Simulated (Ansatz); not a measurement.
Ideal-gas functions of CH$_{3}$FS (`FCS`) at 298.15 K and 1 bar, from an Ansatz frequency run at PBE0-D4/def2-TZVP.

Molar mass 66.1 g/mol, point group C1 (symmetry number 1), electronic degeneracy 1, moments of inertia 13.431, 92.615, 99.638 u Å². Harmonic wavenumbers (cm⁻¹, unscaled): 295, 382, 731, 811, 1047, 1078, 1268, 1357, 1473, 2711, 3081, 3147.

Use S(trans) = R[1.5 ln M + 2.5 ln T − 1.1517]; rotational temperatures θ = 24.2544 K / I; S(rot) = R[ln(√π/σ · √(T³/θAθBθC)) + 1.5]; for each mode x = 1.438777 ν̃/T, S = R[x/(eˣ − 1) − ln(1 − e⁻ˣ)] and H = RT x/(eˣ − 1); 1 cm⁻¹ = 0.0119627 kJ/mol; R = 8.31446 J/(mol·K).

Problem. By hand: the entropy, in J/(mol·K).

Solution. Translation 161.1. Rotation: θ = 1.8059, 0.2619, 0.2434 K, giving 97.3. Vibration, mode by mode: 6.05, 4.31, 1.14, 0.83, 0.32, 0.29, 0.13, 0.09, 0.06, 0.00, 0.00, 0.00, in all 13.2. Electronic 0.0. Sum 271.6 J/(mol·K).

Problem. By hand: H − E and G − E in kJ/mol, counted from the electronic energy.

Solution. Zero-point energy ½ × 17381 × 0.0119627 = 104.0; thermal vibration 2.7; translation, rotation and pV give 4 RT = 9.9. H − E = 116.6 kJ/mol, and G − E = 116.6 − 298.15 × 271.6/1000 = 35.6 kJ/mol.

Vibration gives 5 % of the entropy. The sum counts one conformer and one mirror image; others add a mixing term.
